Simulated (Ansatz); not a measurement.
**HBC, triplet: the ladder up to full CI**

Geometry: a point of a stretch scan, not a stationary point.

```yaml
atoms:
  - { symbol: B, position_ang: [0.0000, 0.0000, -0.1360] }
  - { symbol: C, position_ang: [0.0000, 0.0000, -1.5849] }
  - { symbol: H, position_ang: [0.0000, 0.0000, 1.7210] }
```

Basis 6-31G; Ansatz 0.2.0. Only valence electrons are correlated (noble-gas cores frozen), which leaves 8 electrons in 18 orbitals. Prefix R: restricted or restricted open-shell reference; prefix U: unrestricted. Active spaces: valence = (8e, 9o) chosen from the atoms' valence shells; pair = (4e, 4o) about the gap.

Full CI is exact within this basis and frozen core; it isn't the basis-set limit. The frozen core follows each run's orbitals, which can shift R against U totals by a few meV.

Unrestricted rows (U) aren't spin-pure: their determinants' ⟨S²⟩ exceeds S(S+1) by up to 0.35, so they mix in states of higher spin. For open shells CISD and CISDTQ are restricted-active-space CI with the open shells as a complete middle space.

* UHF ⟨S²⟩: 2.798
* ⟨S²⟩ of the determinant under UCCSD: 2.347
* T1 diagnostic (RCCSD): 0.0361
* largest doubles amplitude (RCCSD): 0.132
* T1 diagnostic (UCCSD): 0.0613

| level | E − E(full CI) (mEh) | share of correlation (%) | wall time |
| --- | --- | --- | --- |
| RHF | 150.47 | 0.00 | – |
| UHF† | 137.34 | – | 0.18 s |
| RMP2 | 43.21 | 71.29 | – |
| UMP2 | 45.13 | 70.00 | – |
| CISD | 16.86 | 88.79 | 0.63 s |
| RCCSD | 7.93 | 94.73 | – |
| UCCSD | 7.76 | 94.84 | – |
| RCCSD(T) | 2.47 | 98.36 | 0.81 s |
| UCCSD(T) | 2.68 | 98.22 | 0.84 s |
| BCCD(T) | 2.59 | 98.28 | 0.93 s |
| RCCSDT | 0.53 | 99.65 | – |
| UCCSDT | 0.49 | 99.67 | – |
| CISDTQ | 0.66 | 99.56 | 3.7 s |
| RCCSDT(Q) | 0.07 | 99.95 | 2.7 s |
| UCCSDT(Q) | 0.00 | 100.00 | 2.6 s |
| RCCSDTQ | 0.03 | 99.98 | 23 s |
| UCCSDTQ | 0.01 | 99.99 | 26 s |
| CASSCF (pair space) | 111.27 | 26.05 | – |
| NEVPT2 (pair space) | 30.79 | 79.54 | 0.33 s |
| MRCISD (pair space) | 9.40 | 93.75 | – |
| MRCISD+Q (pair space) | 0.79 | 99.47 | 0.81 s |
| CASSCF (valence space) | 37.42 | 75.13 | – |
| NEVPT2 (valence space) | 10.20 | 93.22 | 2.4 s |
| MRCISD (valence space) | 1.00 | 99.34 | – |
| MRCISD+Q (valence space) | 0.22 | 99.86 | 3.3 s |

A dagger marks rows that describe another state than the reference (another or a broken symmetry, a higher spin or other natural occupations), so the difference isn't the method's error.

The correlation energy at full CI, counted from RHF, is -4.094 eV. That run took 16 s on 1 thread of Arm Neoverse V2, shared host over 2,340,352 determinants.

Times hold each run's SCF and search for its determinant on a shared host, so for small cases they say little of a method's own cost; they ran on 1 thread of Arm Neoverse V2.

The full-CI state has the irrep A2 of C2v, in the program's axes (one component, if the state is degenerate).

Natural occupations of full CI about the gap: 1.967 1.925 1.854 0.978 0.978 0.152 0.047 0.047 0.021 0.012; effectively unpaired electrons, Σ n²(2−n)², 2.19.
